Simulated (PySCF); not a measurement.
methanidylidynesulfanium (CS), SMILES [C-]#[S+].

Coordinates come from a PBE0-D3(BJ)/def2-TZVPD optimisation.

Level of theory: TDDFT-LC-ωPBE/def2-TZVPD in PySCF.

Vertical excitations; the highest root listed may be one member of a degenerate set. The molecule is in vacuum. State labels are in the subgroup C2v.

Computed excitation energies, oscillator strengths and character:
| state | symmetry | energy (eV) | λ (nm) | f | main pairs |
|---|---|---|---|---|---|
| S1 | B1 | 4.84 | 256 | 0.006 | HOMO→LUMO (degenerate set) |
| S2 | B2 | 4.84 | 256 | 0.006 | HOMO→LUMO+1 (degenerate set) |
| S3 | A2 | 5.18 | 239 | 0.000 | HOMO−2→LUMO+1 50 %, HOMO−1→LUMO 50 % |
| S4 | A1 | 5.62 | 221 | 0.000 | HOMO−1→LUMO+1, HOMO−2→LUMO (degenerate set) |
| S5 | A2 | 5.62 | 221 | 0.000 | HOMO−1→LUMO, HOMO−2→LUMO+1 (degenerate set) |
| S6 | A1 | 8.43 | 147 | 0.178 | HOMO−2→LUMO 35 %, HOMO−1→LUMO+1 35 %, HOMO→LUMO+7 16 %, HOMO→LUMO+2 6 % |
| S7 | A1 | 9.15 | 135 | 0.247 | HOMO→LUMO+5 85 % |
| S8 | B1 | 9.81 | 126 | 0.107 | HOMO−2→LUMO+5, HOMO−2→LUMO+7 (degenerate set) |
| S9 | B2 | 9.81 | 126 | 0.107 | HOMO−1→LUMO+5, HOMO−1→LUMO+7 (degenerate set) |
| S10 | A1 | 9.84 | 126 | 0.295 | HOMO→LUMO+2 78 % |
| T1 | B2 | 3.27 | 379 | 0 | HOMO→LUMO+1 (degenerate set) |
| T2 | B1 | 3.27 | 379 | 0 | HOMO→LUMO (degenerate set) |
| T3 | A1 | 4.07 | 305 | 0 | HOMO−1→LUMO+1 49 %, HOMO−2→LUMO 49 % |
| T4 | A1 | 4.51 | 275 | 0 | HOMO−2→LUMO 49 %, HOMO−1→LUMO+1 49 % |
Triplets are in the Tamm–Dancoff approximation, which puts them higher than full response would, so one can lie above its singlet here.
